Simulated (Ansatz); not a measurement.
Eight cases of bond dissociation energy with Al to Br (electronic energies, kcal/mol), geometries: B3LYP-D3(BJ)/def2-TZVP. Functionals by Ansatz (an electronic-structure program) in def2-TZVPD; columns hold the difference against the high level (Ansatz, AFQMC by cisd_afqmc): A = CCSD(T)/CBS(cc-pV(Q+d)Z,cc-pV(5+d)Z) + [CCSDT(Q) - CCSD(T)]/cc-pV(D+d)Z + core + X2C; B = CCSD(T)/CBS(cc-pV(Q+d)Z,cc-pV(5+d)Z) + [CCSDT(Q) - CCSD(T)]/cc-pV(T+d)Z + [CCSDTQ - CCSDT(Q)]/cc-pV(D+d)Z + core + X2C; C = CCSD(T)/CBS(cc-pV(T+d)Z,cc-pV(Q+d)Z) + [CCSDT(Q) - CCSD(T)]/cc-pV(D+d)Z + core + X2C; D = CCSD(T)/CBS(cc-pV(T+d)Z,cc-pV(Q+d)Z) + [CCSDT(Q) - CCSD(T)]/cc-pV(T+d)Z + core + X2C; E = CCSD(T)/CBS(cc-pVQZ,cc-pV5Z) + [CCSDT(Q) - CCSD(T)]/cc-pVQZ + [CCSDTQ - CCSDT(Q)]/cc-pVDZ. The cases were drawn at random from those of this class that have a high level and all functionals, leaving out states under which another spin lies or may lie. Left out are anions, K, Ca, elements past Kr, ionisation of Li, Na and Mg, pi-pi* triplets of linear molecules and other triplets made from a closed-shell parent. Runs that doubt their state, and full CI more than 15 mEh from coupled cluster, are set aside; a case stays where another high level and all functionals remain. AFQMC serves as high level only in triple zeta or larger, with a steady walk, a bar under 0.8 kcal/mol and agreement with other high levels or trials where they ran; where none ran, an unstable determinant or (outside 3d species) a high T1 diagnostic also bars it, so strongly correlated cases are thinned. No case was kept or dropped by the size of a functional's miss. Each difference is the functional minus the high level; affinities count positive where energy is released, gaps as the second state minus the first. Open shells are spin-unrestricted; no spin-orbit coupling. Correlated methods leave the cores frozen (noble-gas shells, and filled d and f shells in the p block). Rows without X2C or -DK are non-relativistic. CBS(X,Y): correlation extrapolated as X^-3, Hartree-Fock from the larger set (Q,5: extrapolated as (X+1)exp(-9√X)). A bracket is a step between two methods taken in the basis named. Functionals run without relativity, which enters their misses. 'core' is core correlation in cc-pwCVTZ (1s frozen past Ne), 'X2C' scalar relativity in cc-pVTZ-DK, both at CCSD(T). For partners of very few electrons the exact lower level stands in for a higher one. The UHF reference of C2H2Cl ([CH]=CCl, doublet) is spin-contaminated (<S^2> up to 0.20 over the pure value in the sets run).

```tsv
case	level	value
H4SiO (hydroxysilane, SMILES O[SiH3]) → H3SiO (SMILES [O][SiH3], doublet) + H (doublet)	D	126.3
C2H3Cl (SMILES C=CCl) → C2H2Cl (SMILES [CH]=CCl, doublet) + H (doublet)	A	119.5
CHClF2 (SMILES FC(F)Cl) → CHF2 (SMILES F[CH]F, doublet) + Cl (doublet)	A	89.1
H2S2 (SMILES SS) → 2 HS (SMILES [SH], doublet)	B	67.8
HSeF (SMILES F[SeH]) → HSe (SMILES [SeH], doublet) + F (doublet)	E	82.8
SiHSF3 (trifluoro(sulfanyl)silane, SMILES F[Si](F)(F)S) → SiF3 (SMILES [Si](F)(F)F, doublet) + HS (SMILES [SH], doublet)	C	100.9
AsH3 (arsane, SMILES [AsH3]) → AsH2 (SMILES [AsH2], doublet) + H (doublet)	E	79.1
HOCl (SMILES OCl) → HO (SMILES [OH], doublet) + Cl (doublet)	B	59.1
```

Problem. Predict the difference of PBE, wB97M-V, PBE0 for each case and sum up.

Solution. 
```tsv
case	PBE	wB97M-V	PBE0
H4SiO (hydroxysilane, SMILES O[SiH3]) → H3SiO (SMILES [O][SiH3], doublet) + H (doublet)	-7.7	-3.1	-6.8
C2H3Cl (SMILES C=CCl) → C2H2Cl (SMILES [CH]=CCl, doublet) + H (doublet)	-4.9	-0.3	-4.1
CHClF2 (SMILES FC(F)Cl) → CHF2 (SMILES F[CH]F, doublet) + Cl (doublet)	-0.5	0.3	-3.0
H2S2 (SMILES SS) → 2 HS (SMILES [SH], doublet)	2.5	0.3	-1.0
HSeF (SMILES F[SeH]) → HSe (SMILES [SeH], doublet) + F (doublet)	5.8	-1.8	-3.8
SiHSF3 (trifluoro(sulfanyl)silane, SMILES F[Si](F)(F)S) → SiF3 (SMILES [Si](F)(F)F, doublet) + HS (SMILES [SH], doublet)	-6.6	-0.2	-5.4
AsH3 (arsane, SMILES [AsH3]) → AsH2 (SMILES [AsH2], doublet) + H (doublet)	-1.7	-0.5	-2.4
HOCl (SMILES OCl) → HO (SMILES [OH], doublet) + Cl (doublet)	6.1	-0.3	-2.2
```
PBE: mean -0.9, mean absolute 4.5, median absolute 5.4, largest -7.7; wB97M-V: mean -0.7, mean absolute 0.9, median absolute 0.3, largest -3.1; PBE0: mean -3.6, mean absolute 3.6, median absolute 3.4, largest -6.8 kcal/mol. PBE lies above in 3 and below in 5 of the eight.
